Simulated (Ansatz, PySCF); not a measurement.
Molecule: C$_{2}$H$_{5}$S, charge 0, multiplicity 2. It need not be the lowest isomer of its formula. 
Coordinates optimised at B3LYP-D3(BJ)/def2-TZVP (Ansatz, an electronic-structure program):
```
C
H 1 1.0952
H 1 1.0952 2 105.16
C 1 1.5217 2 111.58 3 121.13
H 4 1.0903 1 110.85 2 -178.77
H 4 1.0903 5 107.88 1 121.55
H 4 1.0932 5 108.32 6 117.04
S 1 1.8031 2 106.16 3 -112.26
```
Charge 0, spin multiplicity 2.

Dipole moments at this geometry, in debye (magnitudes).

```json
[
 {"level": "revPBE/def2-TZVPD", "program": "Ansatz", "dipole (D)": "1.86"},
 {"level": "BP86/def2-TZVPD", "program": "PySCF", "dipole (D)": "1.88"},
 {"level": "r2SCAN/def2-TZVPD", "program": "Ansatz", "dipole (D)": "?"},
 {"level": "MN15/def2-TZVPD", "program": "PySCF", "dipole (D)": "1.84"},
 {"level": "HSE06/def2-TZVPD", "program": "Ansatz", "dipole (D)": "1.84"},
 {"level": "CCSD(T)/aug-cc-pV(D+d)Z", "program": "Ansatz", "dipole (D)": "?"}
]
```

### Question
What belongs in the gaps?

### Answer

- r2SCAN/def2-TZVPD, dipole (D): 1.88
- CCSD(T)/aug-cc-pV(D+d)Z, dipole (D): 1.73
